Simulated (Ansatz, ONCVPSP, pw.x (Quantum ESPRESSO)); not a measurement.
**iron (bcc): variants of one ONCV potential in the solid**

* Element: iron (Fe)
* Generator: ONCVPSP 4.0.1.1 (patched build)
* Type: optimised norm-conserving Vanderbilt (ONCV)
* Functional: PBE
* Relativity: scalar-relativistic
* Frozen core: [Ne]
* Valence charge: 16
* Reference configuration: 3s2 3p6 3d7 4s1
* Partial waves: 3s+4s: rc 1.15 bohr, ncon 4, nbas 7, qcut 11.5 1/bohr, 2 projectors; 3p: rc 1.25 bohr, ncon 4, nbas 8, qcut 8.9 1/bohr, 1 projector; 3d: rc 1.50 bohr, ncon 4, nbas 9, qcut 9.9 1/bohr, 2 projectors, debl 3 Ha; f scattering state at 0.06 Ha: rc 1.20 bohr, ncon 4, nbas 7, qcut 10.4 1/bohr, 1 projector
* Local potential: polynomial inside 1.10 bohr (lpopt 5, dvloc0 0 Ha)
* Core correction: Teter function, fcfact 4, rcfact 1.3

Crystal test: bcc Fe in pw.x 7.5, no spin, 17³ k-points, Fermi–Dirac smearing 0.01 Ry, cutoffs set for each file from its atomic test. The reference is all-electron LAPW (Ansatz 0.2.0) with the same functional, mesh and smearing; V0 and B0 come from Birch–Murnaghan fits to the pressures at five volumes. Errors are pseudo minus all-electron; Δ is the rms difference of the E(V) curves that follow from these fits, minima aligned, over ±6 % about the mean V0. Mesh and smearing are coarse, so the numbers serve the comparison and aren't converged zero-temperature values; the lattice is a test structure that the element need not adopt. Spin polarisation and strong correlation are left out, which matters for this element.

All-electron: a0 = 2.765 Å (V0 = 10.56 Å³/atom), B0 = 260.5 GPa.

2 further variants are left out: they gave no file fit for a test, a broken result, the same result as the base, or pressures whose basis-set error rivals the error shown.

```csv
change,cutoffs (Ry),pw.x,a0 (Å),a0 error (%),B0 error (%),Δ (meV/atom),mean pressure error (GPa)
base,125/500,converged,2.762,-0.08,+1.4,1.3,-0.57
"all radii but the core radius scaled by about 0.93 (s 1.06, p 1.16, d 1.38, f 1.12 bohr); local potential polynomial inside 1.02 bohr (lpopt 5, dvloc0 0 Ha)",135/540,converged,2.766,+0.05,+0.3,1.0,+0.43
"all radii but the core radius scaled by about 1.28 (s 1.46, p 1.60, d 1.92, f 1.54 bohr); local potential polynomial inside 1.40 bohr (lpopt 5, dvloc0 0 Ha)",105/420,converged,2.778,+0.48,-1.3,8.6,+3.85
```

Give the row for: all radii but the core radius scaled by about 1.17 (s 1.34, p 1.46, d 1.76, f 1.40 bohr); local potential polynomial inside 1.28 bohr (lpopt 5, dvloc0 0 Ha).

pw.x: converged; mean pressure error (GPa): +1.54; a0 (Å): 2.770; a0 error (%): +0.19; B0 error (%): +0.0; Δ (meV/atom): 3.5.
